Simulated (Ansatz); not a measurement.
A calculation with Ansatz (development build ahead of 0.2.0).

```yaml
crystal:
  periodic: [false, false, false]
  atoms:
    - { symbol: O, position_ang: [1.15006, -0.00921, 0.00388] }
    - { symbol: C, position_ang: [0.35589, 1.09539, 0.00324] }
    - { symbol: C, position_ang: [-0.96362, 0.72333, 0.0029] }
    - { symbol: C, position_ang: [-0.94886, -0.71783, 0.00193] }
    - { symbol: C, position_ang: [0.35819, -1.07961, -0.00486] }
    - { symbol: H, position_ang: [0.85713, 2.0478, 0.00928] }
    - { symbol: H, position_ang: [-1.82572, 1.37389, -0.00677] }
    - { symbol: H, position_ang: [-1.81539, -1.37596, 0.00812] }
    - { symbol: H, position_ang: [0.85757, -2.05439, -0.00885] }
basis:
  gaussian: { orbitals: STO-3G }
hamiltonian:
  xc: hf
correlation:
  method: mp2
  frozen_orbitals: { C: 1, H: 0, O: 1 }
```

The input is written out in the form of the current development build from the run's settings.

Results

```
Converged                       : yes
Reference energy                : -225.74751 hartree
Correlation energy              : -0.28197 hartree
Total energy                    : -226.02948 hartree
Spin squared of the determinant : 0.000
```
